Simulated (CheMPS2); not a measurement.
# A workflow on BH3 (SMILES [H]B([H])[H])

Aim: the energy (singlet BH3, DMRG-CASSCF(4,6)/pcseg-1), then the energy (triplet BH3, DMRG-CASSCF(4,6)/pcseg-1), then the energy (doublet [BH3]−, DMRG-CASSCF(5,6)/pcseg-1) of BH3. 

The calculation is run with CheMPS2 1.8.12.

## 1. The system as given

BH3: 4 atoms, total charge 0, spin state singlet. SMILES: `[H]B([H])[H]`. The coordinates come from a GFN2-xTB relaxation.

Bond lengths: B1–H2 1.164 Å, B1–H3 1.165 Å, B1–H4 1.165 Å. Angles: H2–B1–H3 120.0°, H2–B1–H4 120.0°, H3–B1–H4 120.0°.

## 2. The energy at DMRG-CASSCF(4,6)/pcseg-1 (active rotation L, ground state) (run 1)

prepare.py

```python
from pyscf import ao2mo, gto, mcscf, mp, scf
from pyscf.tools import fcidump

geom = "mol.xyz"
mol = gto.M(
    atom=geom,
    basis="pcseg-1",
    charge=0,
    verbose=3,
    max_memory=2000,
)
print("basis functions = %d" % (mol.nao))
mf = scf.RHF(mol)
mf.conv_tol = 1e-10
mf.max_cycle = 200
mf.kernel()
if not mf.converged:
    mf = mf.newton().run(mf.mo_coeff, mf.mo_occ)
print("SCF energy = %.10f" % (mf.e_tot))
occ_no, mo = mcscf.addons.make_natural_orbitals(mp.MP2(mf, frozen=1).run())
mf.mo_coeff = mo
cas = mcscf.CASCI(mf, 28, 6)
h1, ecore = cas.get_h1eff()
fcidump.from_integrals("FCIDUMP", h1, cas.get_h2eff(), 28, 6, nuc=ecore, ms=0)
```

chemps2.input

```
FCIDUMP = FCIDUMP
GROUP = 0
MULTIPLICITY = 1
NELECTRONS = 6
IRREP = 0
EXCITATION = 0
SWEEP_STATES = 50, 100, 100
SWEEP_ENERGY_CONV = 1e-04, 1e-04, 1e-06
SWEEP_MAX_SWEEPS = 4, 2, 6
SWEEP_NOISE_PREFAC = 0.05, 0.005, 0.0
SWEEP_DVDSON_RTOL = 3e-05, 3e-05, 3e-06
NOCC = 1
NACT = 6
NVIR = 21
SCF_STATE_AVG = FALSE
SCF_GRAD_THR = 1e-5
SCF_MAX_ITER = 30
SCF_DIIS_THR = 0.0
SCF_ACTIVE_SPACE = L
PRINT_CORR = FALSE
TMP_FOLDER = .
```

Started as:

```bash
$ python prepare.py && chemps2 --file=chemps2.input
```

Log:

```text
$ python prepare.py
basis functions = 29
converged SCF energy = -26.3829312551161
SCF energy = -26.3829312551
E(RMP2) = -26.4723036924418  E_corr = -0.0893724373256182
E(SCS-RMP2) = -26.4824978786381  E_corr = -0.0995666235219741

$ chemps2 --file=chemps2.input

Running chemps2 version 1.8.12 () with the following options:

[... 71 lines left out ...]
***     Maximum discarded weight = 0
[... 29 lines left out ...]
***     Maximum discarded weight = 0
[... 28 lines left out ...]
***     Maximum discarded weight = 0
[... 71 lines left out ...]
***     Maximum discarded weight during the last sweep     = 0
[... 55 lines left out ...]
***     Maximum discarded weight during the last sweep     = 0
[... 57 lines left out ...]
***     Minimum energy           = -26.4229736724462
[... 30 lines left out ...]
***     Maximum discarded weight during the last sweep     = 0
[... 19 lines left out ...]
DMRGSCF::augmentedHessianNR : Norm of the update = 0.000451441589556697
```

Run time: 4.2 s. Hardware: 1 thread of Arm Neoverse V2, shared host; peak memory 0.12 GiB.

## 3. The triplet: a single-point energy at DMRG-CASSCF(4,6)/pcseg-1 (active rotation L, ground state) (run 2)

integrals.py

```python
from pyscf import ao2mo, gto, mcscf, mp, scf
from pyscf.tools import fcidump

geom = """
B      0.000060     0.000030    -0.001400
H      1.163870    -0.030320     0.015280
H     -0.555340     1.023410    -0.018650
H     -0.608600    -0.993120     0.004770
"""
mol = gto.M(
    atom=geom,
    basis="pcseg-1",
    spin=2,
    verbose=3,
    max_memory=2000,
)
print("nao = %d" % (mol.nao))
mf = scf.ROHF(mol)
mf.conv_tol = 1e-10
mf.max_cycle = 200
mf.kernel()
if not mf.converged:
    mf = mf.newton().run(mf.mo_coeff, mf.mo_occ)
print(f"SCF energy = {mf.e_tot:.10f}")
# natural orbitals of MP2 give a compact matrix product state
occ_no, mo = mcscf.addons.make_natural_orbitals(mp.MP2(mf.to_uhf(), frozen=1).run())
mf.mo_coeff = mo
# write the integrals of the correlated orbitals
cas = mcscf.CASCI(mf, 28, 6)
h1, ecore = cas.get_h1eff()
fcidump.from_integrals("FCIDUMP", h1, cas.get_h2eff(), 28, 6, nuc=ecore, ms=2)
```

dmrg.input

```
FCIDUMP = FCIDUMP
GROUP = 0
MULTIPLICITY = 3
NELECTRONS = 6
IRREP = 0
EXCITATION = 0
SWEEP_STATES = 50, 100, 100
SWEEP_ENERGY_CONV = 1e-04, 1e-04, 1e-06
SWEEP_MAX_SWEEPS = 4, 2, 6
SWEEP_NOISE_PREFAC = 0.05, 0.005, 0.0
SWEEP_DVDSON_RTOL = 3e-05, 3e-05, 3e-06
NOCC = 1
NACT = 6
NVIR = 21
SCF_STATE_AVG = FALSE
SCF_GRAD_THR = 1e-5
SCF_MAX_ITER = 30
SCF_DIIS_THR = 0.0
SCF_ACTIVE_SPACE = L
PRINT_CORR = FALSE
TMP_FOLDER = .
```

Started as:

```bash
$ python integrals.py && chemps2 --file=dmrg.input
```

Log:

```text
$ python integrals.py
nao = 29
converged SCF energy = -26.1768256220023
SCF energy = -26.1768256220
E(UMP2) = -26.2588132091148  E_corr = -0.0819875871125406
E(SCS-UMP2) = -26.2635427761473  E_corr = -0.0867171541450717

$ chemps2 --file=dmrg.input

Running chemps2 version 1.8.12 () with the following options:

[... 57 lines left out ...]
***     Maximum discarded weight = 0
[... 42 lines left out ...]
***     Minimum energy           = -26.189505231578
[... 29 lines left out ...]
***     Maximum discarded weight = 0
[... 79 lines left out ...]
***     Maximum discarded weight during the last sweep     = 0
[... 63 lines left out ...]
***     Maximum discarded weight during the last sweep     = 0
[... 63 lines left out ...]
***     Maximum discarded weight during the last sweep     = 0
[... 67 lines left out ...]
***     Maximum discarded weight = 0
[... 36 lines left out ...]
***     Maximum discarded weight during the last sweep     = 0
[... 19 lines left out ...]
DMRGSCF::augmentedHessianNR : Norm of the update = 0.00202038428496746
```

Run time: 6.6 s. Hardware: 1 thread of Arm Neoverse V2, shared host; peak memory 0.12 GiB.

The iterations ended before the threshold was met.

## 4. The doublet anion: the energy at DMRG-CASSCF(5,6)/pcseg-1 (active rotation L, ground state) (run 3)

integrals.py

```python
from pyscf import ao2mo, gto, mcscf, mp, scf
from pyscf.tools import fcidump

mol = gto.M(atom="""
B      0.000060     0.000030    -0.001400
H      1.163870    -0.030320     0.015280
H     -0.555340     1.023410    -0.018650
H     -0.608600    -0.993120     0.004770
""", basis="pcseg-1", charge=-1, spin=1, verbose=3, max_memory=2000)
print("basis functions                = %d" % (mol.nao))
mf = scf.ROHF(mol)
mf.conv_tol = 1e-10
mf.max_cycle = 200
mf.kernel()
if not mf.converged:
    mf = mf.newton().run(mf.mo_coeff, mf.mo_occ)
print("E(SCF)                         = %.10f" % (mf.e_tot))
occ_no, mo = mcscf.addons.make_natural_orbitals(mp.MP2(mf.to_uhf(), frozen=1).run())
mf.mo_coeff = mo
cas = mcscf.CASCI(mf, 28, 7)
h1, ecore = cas.get_h1eff()
fcidump.from_integrals("FCIDUMP", h1, cas.get_h2eff(), 28, 7, nuc=ecore, ms=1)
```

Edit dmrg.input of step 3 so:

```diff
@@ -2,4 +2,4 @@
 GROUP = 0
-MULTIPLICITY = 3
-NELECTRONS = 6
+MULTIPLICITY = 2
+NELECTRONS = 7
 IRREP = 0
@@ -17,3 +17,3 @@
 SCF_MAX_ITER = 30
-SCF_DIIS_THR = 0.0
+SCF_DIIS_THR = 1e-2
 SCF_ACTIVE_SPACE = L
```

Started as:

```bash
$ python integrals.py && chemps2 --file=dmrg.input
```

Log:

```text
$ python integrals.py
basis functions                = 29
converged SCF energy = -26.3380789122847
E(SCF)                         = -26.3380789123
E(UMP2) = -26.4420567735474  E_corr = -0.103977861262748
E(SCS-UMP2) = -26.4490329646667  E_corr = -0.110954052382054

$ chemps2 --file=dmrg.input

Running chemps2 version 1.8.12 () with the following options:

[... 57 lines left out ...]
***     Maximum discarded weight = 0
[... 28 lines left out ...]
***     Maximum discarded weight = 0
[... 29 lines left out ...]
***     Maximum discarded weight during the last sweep     = 0
[... 45 lines left out ...]
***     Maximum discarded weight during the last sweep     = 0
[... 47 lines left out ...]
***     Maximum discarded weight during the last sweep     = 0
[... 47 lines left out ...]
***     Maximum discarded weight during the last sweep     = 0
[... 39 lines left out ...]
***     Maximum discarded weight = 0
[... 29 lines left out ...]
***     Maximum discarded weight during the last sweep     = 0
[... 20 lines left out ...]
Info on system( rm CheMPS2_DIIS.h5 ) = 0
```

Run time: 5.1 s. Hardware: 1 thread of Arm Neoverse V2, shared host; peak memory 0.12 GiB.

## 5. What came out

| quantity | value |
| --- | --- |
| run 1, DMRG-CASSCF(4,6)/pcseg-1: total energy | -26.42297 Eh |
| doublet anion: total energy | -26.37215 Eh |
| triplet | no result (not converged) |
| vertical electron affinity (to the doublet anion) | -1.383 eV |

The anion lies 1.38 eV (133 kJ/mol) above the neutral: the electron isn't bound at this level, and such a value depends on the basis. Without diffuse functions anions come out too high. 1 of the 3 runs did not end normally.
